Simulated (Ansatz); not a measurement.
CsCl-type TlCl was calculated with Hartree–Fock (Ansatz, a quantum-chemistry and plane-wave program, PAW).

Numerical settings: plane-wave cutoff 460 eV, 8×8×8 k mesh, Fermi–Dirac smearing 0.01 eV, scalar-relativistic PAW data made under PBE.

The cell has the measured lattice: a = b = c = 3.842 Å, α = β = γ = 90.00°.

Estimate the band gap and direct gap at Γ that the calculation returns.


band gap: 8.23 eV (on the SCF k mesh)
direct gap at Γ: 17.95 eV

Note: cell and atoms aren't relaxed at this level (pressure 5.9 GPa).

Spin–orbit coupling is not included; with these elements it can move the gap by several tenths of an eV or more.

Computed values are for the static lattice.

Cost on a shared machine: about 4 core-minutes (a rough figure).
